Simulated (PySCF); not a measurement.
**Telling isomers of C5H5N apart by NMR**

- PBE0-D3(BJ)/def2-SVP geometry
- B3LYP/pcJ-1 coupling constants (spin–dipole term left out of most H,H and C,H couplings)
- PBE0/pcSseg-1 with gauge-including orbitals
- program: PySCF 2.14
- in vacuum, one conformer, equivalent nuclei averaged, non-relativistic

Chemical shifts δ = σref − σ; TMS for ¹H (σ = 31.27 ppm) and ¹³C (σ = 184.41 ppm), all at this level. Multiplet labels drop J under 1 Hz and among equivalent protons, and merge close values. Unscaled 3J(H,H) run several per cent high. Shifts are as computed. Against solution values, carbons near 30 ppm lie about +2 ppm off and those near 130 ppm about +5 ppm. Of 1211 compounds with measured shifts, 218 miss one by over three times the rms of a fit or turn the order of signals round; such compounds aren't used in these exercises.

(1) Tabulate the signals of `N#C[C@H]1[C@H]2C[C@@H]12`, `C#CC(=C)N=C`, `CC#CCC#N`, `CC#C[C@@H]1C=N1` and their relative energies.

(2) What is the quickest way to tell C#CC(=C)N=C from CC#CCC#N?

(3) What is the quickest way to tell C#CC(=C)N=C from CC#C[C@@H]1C=N1?

(4) What is the quickest way to tell CC#CCC#N from CC#C[C@@H]1C=N1?

Answers

(1) 
```json
{"SMILES": "N#C[C@H]1[C@H]2C[C@@H]12", "carbon types": "1×C 3×CH 1×CH2", "δC": "123.1, 29.1, 28.1, 5.6", "δH": "2.04 (m, 1H), 2.01 (m, 2H), 1.40 (m, 1H), 1.39 (d, 1H)", "E rel. (kcal/mol)": "5.8"}
{"SMILES": "C#CC(=C)N=C", "carbon types": "2×C 1×CH 2×CH2", "δC": "158.5, 144.6, 139.8, 92.2, 77.8", "δH": "7.81 (d, 1H), 7.47 (dt, 1H), 6.50 (dd, 1H), 6.20 (dd, 1H), 3.24 (s, 1H)", "E rel. (kcal/mol)": "24.6"}
{"SMILES": "CC#CCC#N", "carbon types": "3×C 1×CH2 1×CH3", "δC": "119.2, 86.4, 71.8, 9.9, 4.5", "δH": "3.03 (q, 2H), 1.91 (t, 3H)", "E rel. (kcal/mol)": "0.0"}
{"SMILES": "CC#C[C@@H]1C=N1", "carbon types": "2×C 2×CH 1×CH3", "δC": "171.3, 87.1, 78.0, 16.0, 4.6", "δH": "9.88 (dq, 1H), 2.08 (quint, 1H), 1.84 (dd, 3H)", "E rel. (kcal/mol)": "36.6"}
```

Energies are electronic energies at PBE0/pcSseg-1 on these geometries, without zero-point or thermal terms, each for the one conformer computed, which needn't be the lowest.

(2) Both give the same number of carbon signals, but DEPT or the intensities differ. The first has a C=N carbon (CH2) at 158.5 ppm, the second an sp3 CH2 α to a nitrile at 9.9 ppm. Their most deshielded carbons lie at 158.5 and 119.2 ppm. In the proton spectra the most deshielded non-exchanging signals are 7.81 (d, J = 18.1 Hz, 1H) and 3.03 (q, J = 3.8 Hz, 2H).

(3) Both give the same number of carbon signals, but DEPT or the intensities differ. The first has a C=N carbon (CH2) at 158.5 ppm, the second a C=N carbon (CH) at 171.3 ppm. In the proton spectra the most deshielded non-exchanging signals are 7.81 (d, J = 18.1 Hz, 1H) and 9.88 (dq, J = 2.6, 1.1 Hz, 1H).

(4) Both give the same number of carbon signals, but DEPT or the intensities differ. The first has an sp3 CH2 α to a nitrile at 9.9 ppm, the second a C=N carbon (CH) at 171.3 ppm. Their most deshielded carbons lie at 119.2 and 171.3 ppm. In the proton spectra the most deshielded non-exchanging signals are 3.03 (q, J = 3.8 Hz, 2H) and 9.88 (dq, J = 2.6, 1.1 Hz, 1H).
